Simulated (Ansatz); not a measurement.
# AlO2 (quartet): the correlation ladder, cc-pVDZ

An exercise on one series of results from a longer session: the logs are not shown, and one member is left open.

Method: cc-pVDZ, core rule «outside noble gas», up to 7 orbitals frozen; program: Ansatz 0.2.0, Gaussian basis.

To be run: UHF; CCSD(T) on ROHF; CCSD(T) on UHF; BCCD(T) on ROHF; CISD as a restricted active space (open shells left free, so some higher excitations enter); CCSDT(Q) on ROHF; CCSDT(Q) on UHF.

41 further runs of the same task are left out: 16 for a known fault of the program, 14 that didn't finish, 11 set aside as unsound or not needed. Runs told in other sessions of the task aren't counted.

## The system

The geometry is a PBE0/def2-TZVP stationary point (not a proven minimum).

3 atoms, charge 0, spin multiplicity 4.

Atoms are counted from 1 here; the program's logs count them from 0.

Bond lengths: Al1–O2 1.756 Å, Al1–O3 1.756 Å. Angles: O2–Al1–O3 110.8°.

As a file:

```xyz
3

Al    0.00000   -0.54075    0.00000
O     0.00000    0.45597   -1.44584
O     0.00000    0.45597    1.44584
```

The first run:

The input, in.yaml:

```yaml
crystal:
  periodic: [false, false, false]
  atoms:
    - {symbol: Al, position_ang: [0.000000, -0.540753, 0.000000]}
    - {symbol: O, position_ang: [0.000000, 0.455965, -1.445843]}
    - {symbol: O, position_ang: [0.000000, 0.455965, 1.445843]}
basis:
  gaussian: {orbitals: cc-pVDZ}
magnetization: {spin_polarized: true, initial_magnetization: 3}
hamiltonian: {xc: hf}
output: {orbitals: {seedname: orbitals}}
```

Run with:

```sh
> ansatz run in.yaml --threads 1 --pin off --events-out ev --progress --plain --max-ram 2393MiB
```

Steps of the session up to this table: UHF; CCSD(T) on ROHF; CCSD(T) on UHF; BCCD(T) on ROHF; CISD as a restricted active space (open shells left free, so some higher excitations enter); CCSDT(Q) on ROHF; CCSDT(Q) on UHF.

One of the session's tables, all rows but one given; the rest of the session is left out.

It belongs to the step «Misses and costs». 

| method | from UCCSDT(Q) (meV) |
| --- | --- |
| ROHF | +9751.6 |
| UHF | +9528.7 |
| RMP2 | +947.7 |
| UMP2 | +947.6 |
| CISD | +967.0 |
| RCCSD | +244.1 |
| UCCSD | +239.4 |
| RCCSD(T) | +55.3 |
| UCCSD(T) | +54.2 |
| BCCD(T) | +55.0 |
| RCCSDT | +25.5 |
| UCCSDT | +23.8 |
| RCCSDT(Q) | ? |
| UCCSDT(Q) | 0 |

**Question.** Estimate the row for RCCSDT(Q).

**Answer.** from UCCSDT(Q) (meV): +4.8. In the column «from UCCSDT(Q) (meV)» it lies between UCCSDT(Q) (0) and UCCSDT (+23.8).

With the free atoms at the same levels and basis (separate runs), the atomisation energy is 5.780 eV at UCCSDT(Q), 5.749 eV at RCCSD(T), 5.746 eV at UCCSD(T), 4.103 eV at ROHF.

Caveats from the session: Restricted and unrestricted rows rest on different reference determinants; a gap between their highest levels can come from leftover correlation error, from unlike frozen cores or from another state.
